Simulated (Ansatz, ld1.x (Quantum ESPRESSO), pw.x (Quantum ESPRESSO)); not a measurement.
## Ir (Z = 77): does the PAW potential hold in the solid?

iridium (Ir), PAW, made with ld1.x (Quantum ESPRESSO) 7.5 (LDA (PW92), scalar-relativistic). Core [Xe] 4f14, reference 5d7 6s1 6p1. Waves: 6s (bound): rcut 2.05, rcutus 2.55 bohr; 6s channel at 1.25 Ry: rcut 2.05, rcutus 2.55 bohr; 6p (bound): rcut 3.25, rcutus 3.70 bohr; 6p channel at 0.9 Ry: rcut 3.25, rcutus 3.70 bohr; 5d (bound): rcut 1.95, rcutus 2.35 bohr; 5d channel at 0.45 Ry: rcut 1.95, rcutus 2.35 bohr. Local part: all-electron potential smoothed inside 2.65 bohr (lloc = -1). Core correction: Bessel-smoothed model core inside 2.30 bohr. Augmentation charge: GAUSS, radius 2.00 bohr.

Crystal test: diamond Ir in pw.x 7.5, no spin, 8³ k-points, Fermi–Dirac smearing 0.01 Ry, cutoffs 40/320 Ry. The reference is all-electron LAPW (Ansatz 0.2.0) with the same functional, mesh and smearing; V0 and B0 come from Birch–Murnaghan fits to the pressures at five volumes. Errors are pseudo minus all-electron; Δ is the rms difference of the E(V) curves that follow from these fits, minima aligned, over ±6 % about the mean V0. Mesh and smearing are coarse, so the numbers serve the comparison and aren't converged zero-temperature values; the lattice is a test structure that the element need not adopt.

```csv
V (Å³/atom),P all-electron (GPa),P pseudo (GPa)
19.519,12.45,11.01
20.032,5.71,4.36
20.546,-0.10,-1.36
21.060,-5.11,-6.27
21.573,-9.42,-10.49
```

All-electron: a0 = 5.477 Å (V0 = 20.54 Å³/atom), B0 = 216.0 GPa.

Pseudopotential: mean pressure error (GPa): -1.26; a0 (Å): 5.466; a0 error (%): -0.19; B0 error (%): +1.2; Δ (meV/atom): 5.7. The largest radius (3.70 bohr) exceeds half the bond length (2.24 bohr), so the spheres overlap, which is one possible source of error among others. Atomic configuration tests: 1 of 9 tests not solved or not reliable.

**Question.** At the middle volume, how do free energy and pressure move when the wave cutoff is lowered (ecutrho held at 320 Ry)?

**Answer.**

```
cutoff (Ry)  shift of F (meV/atom)  shift of P (GPa)
         18                 +203.4             +0.54
         24                  +89.2             -1.56
         32                   +3.8             -0.08
```

Input at the middle volume:

```
&control
  calculation='scf', prefix='x', pseudo_dir='./', outdir='./tmp', tstress=.true., disk_io='none'
/
&system
  ibrav=0, nat=2, ntyp=1, ecutwfc=40, ecutrho=320, nbnd=17,
  occupations='smearing', smearing='fd', degauss=0.01
/
&electrons
  conv_thr=1e-09, mixing_beta=0.4, electron_maxstep=70
/
ATOMIC_SPECIES
Ir 1.0 Ir.UPF
CELL_PARAMETERS angstrom
  0.00000000 2.73889738 2.73889738
  2.73889738 0.00000000 2.73889738
  2.73889738 2.73889738 0.00000000
ATOMIC_POSITIONS crystal
Ir 0.0000 0.0000 0.0000
Ir 0.2500 0.2500 0.2500
K_POINTS automatic
8 8 8 0 0 0
```

```bash
pw.x < Ir.scf.in > Ir.scf.out
```

Lines of the output:

```
Message from routine setup:
     using ibrav=0 with symmetry is DISCOURAGED, use correct ibrav instead
     lattice parameter (alat)  =       7.3196  a.u.
     unit-cell volume          =     277.3026 (a.u.)^3
     number of electrons       =        18.00
     number of Kohn-Sham states=           17
     kinetic-energy cutoff     =      40.0000  Ry
     charge density cutoff     =     320.0000  Ry
     scf convergence threshold =      1.0E-09
     Exchange-correlation= SLA  PW   NOGX NOGC
     number of k points=    29  Fermi-Dirac smearing, width (Ry)=  0.0100
     iteration #  1     ecut=    40.00 Ry     beta= 0.40
     total energy              =   -1402.98578698 Ry
     estimated scf accuracy    <       0.16387797 Ry
     iteration #  2     ecut=    40.00 Ry     beta= 0.40
     total energy              =   -1402.95982207 Ry
     estimated scf accuracy    <       0.04817155 Ry
     iteration #  3     ecut=    40.00 Ry     beta= 0.40
     total energy              =   -1402.96313225 Ry
     estimated scf accuracy    <       0.00019671 Ry
     iteration #  4     ecut=    40.00 Ry     beta= 0.40
     c_bands:  1 eigenvalues not converged
     total energy              =   -1402.96378010 Ry
     estimated scf accuracy    <       0.00008198 Ry
     iteration #  5     ecut=    40.00 Ry     beta= 0.40
     total energy              =   -1402.96381422 Ry
     estimated scf accuracy    <       0.00007864 Ry
     iteration #  6     ecut=    40.00 Ry     beta= 0.40
     total energy              =   -1402.96382709 Ry
     estimated scf accuracy    <       0.00000263 Ry
     iteration #  7     ecut=    40.00 Ry     beta= 0.40
     total energy              =   -1402.96382954 Ry
     estimated scf accuracy    <       0.00000031 Ry
     iteration #  8     ecut=    40.00 Ry     beta= 0.40
     total energy              =   -1402.96383046 Ry
     estimated scf accuracy    <          3.0E-09 Ry
     [... 3 iterations left out ...]
     iteration # 12     ecut=    40.00 Ry     beta= 0.40
     total energy              =   -1402.96383088 Ry
     estimated scf accuracy    <       0.00000002 Ry
     iteration # 13     ecut=    40.00 Ry     beta= 0.40
     total energy              =   -1402.96383088 Ry
     estimated scf accuracy    <       0.00000004 Ry
     iteration # 14     ecut=    40.00 Ry     beta= 0.40
     total energy              =   -1402.96383088 Ry
     estimated scf accuracy    <       0.00000004 Ry
     iteration # 15     ecut=    40.00 Ry     beta= 0.40
     total energy              =   -1402.96383089 Ry
     estimated scf accuracy    <       0.00000004 Ry
     iteration # 16     ecut=    40.00 Ry     beta= 0.40
     total energy              =   -1402.96383088 Ry
     estimated scf accuracy    <       0.00000016 Ry
     iteration # 17     ecut=    40.00 Ry     beta= 0.40
     total energy              =   -1402.96383088 Ry
     estimated scf accuracy    <          1.2E-09 Ry
     iteration # 18     ecut=    40.00 Ry     beta= 0.40
     total energy              =   -1402.96383088 Ry
     estimated scf accuracy    <          1.2E-09 Ry
     iteration # 19     ecut=    40.00 Ry     beta= 0.40
     the Fermi energy is    11.8971 ev
!    total energy              =   -1402.96383088 Ry
     estimated scf accuracy    <          1.1E-11 Ry
     smearing contrib. (-TS)   =      -0.00860682 Ry
     convergence has been achieved in  19 iterations
          total   stress  (Ry/bohr**3)                   (kbar)     P=      -13.57
     Message from routine punch:
     Nothing written, as per user request (disk_io='none')
```

The run at the middle volume (29 k-points, 19 iterations) took about 21 s on one core of a shared host (Intel(R) Xeon(R) Platinum 8375C CPU @ 2.90GHz, 96 threads, 744 GiB, load 33).
